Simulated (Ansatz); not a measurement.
# C2H4F2O2: up Jacob's ladder to CCSD(T)

An exercise on one series of results from a longer session: the logs are not shown, and one member is left open.

Computed with Ansatz 0.2.0, Gaussian basis. Level: functionals in def2-TZVPP, the program's frozen cores in correlated methods.

The runs, in order: PBE-D4, r2SCAN-D4, PBE0-D4, B3LYP-D4, ωB97X-V, ωB97M-V, B2PLYP; CCSD(T)/def2-TZVPP; MP2/def2-QZVPP; extrapolation to the limit.

## The geometry

The geometry comes from an earlier relaxation with PBE0-D4 in a triple-zeta def2 set; it is a stationary point, not always the lowest conformer.

SMILES `OC(O)(F)CF`, 10 atoms, charge 0, spin multiplicity 1.

Atoms are counted from 1 here; the program's logs count them from 0.

Bond lengths: O1–C2 1.371 Å, O1–H7 0.964 Å, C2–O3 1.356 Å, C2–F4 1.388 Å, C2–C5 1.518 Å, O3–H8 0.964 Å, C5–F6 1.378 Å, C5–H9 1.091 Å, C5–H10 1.091 Å. Angles: C2–O1–H7 108.1°, O1–C2–O3 109.9°, O1–C2–F4 107.8°, O1–C2–C5 113.2°, O3–C2–F4 110.0°, O3–C2–C5 108.3°, F4–C2–C5 107.6°, C2–O3–H8 108.0°, C2–C5–F6 108.3°, C2–C5–H9 110.2°, C2–C5–H10 109.2°, F6–C5–H9 109.2°, F6–C5–H10 108.9°, H9–C5–H10 110.9°.

Geometry (Å):

```xyz
10
charge 0, multiplicity 1
O     1.0179   -0.2977   -1.0494
C    -0.0337   -0.4172   -0.1772
O     0.1909   -1.4448    0.6779
F    -1.1771   -0.6625   -0.9240
C    -0.2802    0.8383    0.6393
F    -0.3716    1.9070   -0.2259
H     0.8530    0.4652   -1.6157
H     0.5352   -2.1873    0.1677
H    -1.2134    0.7479    1.1969
H     0.5623    0.9997    1.3134
```

Set-up of the first run:

in.yaml reads:

```yaml
crystal:
  periodic: [false, false, false]
  atoms:
    - {symbol: O, position_ang: [1.017872, -0.297689, -1.049437]}
    - {symbol: C, position_ang: [-0.033730, -0.417164, -0.177194]}
    - {symbol: O, position_ang: [0.190853, -1.444847, 0.677935]}
    - {symbol: F, position_ang: [-1.177147, -0.662460, -0.924010]}
    - {symbol: C, position_ang: [-0.280195, 0.838348, 0.639343]}
    - {symbol: F, position_ang: [-0.371593, 1.906993, -0.225880]}
    - {symbol: H, position_ang: [0.853018, 0.465211, -1.615686]}
    - {symbol: H, position_ang: [0.535156, -2.187282, 0.167655]}
    - {symbol: H, position_ang: [-1.213435, 0.747861, 1.196935]}
    - {symbol: H, position_ang: [0.562300, 0.999729, 1.313440]}
basis:
  gaussian: {orbitals: def2-TZVPP}
hamiltonian: {xc: pbe, dispersion: d4}
output: {forces: true, orbitals: {seedname: orbitals}}
```

Command:

```sh
$ ansatz run in.yaml --threads 4 --pin off --events-out ev --progress --plain --max-ram 10444MiB
```

Steps of the session up to this table: PBE-D4 (GGA); r2SCAN-D4 (meta-GGA); PBE0-D4 (hybrid); B3LYP-D4 (hybrid); ωB97X-V (range-separated); ωB97M-V (range-separated); B2PLYP (double hybrid); CCSD(T) in def2-TZVPP; MP2 in def2-QZVPP.

One table of the session follows, with a row left open; its other results are not shown here.

```
            method  atomisation energy (kJ/mol)
            PBE-D4                       4108.4
         r2SCAN-D4                       3982.1
           PBE0-D4                       3972.3
          B3LYP-D4                            ?
           ωB97X-V                       3975.6
           ωB97M-V                       3982.5
            B2PLYP                       3915.3
     HF/def2-TZVPP                       2697.2
    MP2/def2-TZVPP                       3989.8
   CCSD/def2-TZVPP                       3779.6
CCSD(T)/def2-TZVPP                       3855.6
           MP2/CBS                       4105.9
       CCSD(T)/CBS                       3971.7
```

Q: Estimate the row for B3LYP-D4 from the others.

As computed: atomisation energy (kJ/mol): 3940.9. In the column «atomisation energy (kJ/mol)» it lies between B2PLYP (3915.3) and CCSD(T)/CBS (3971.7).
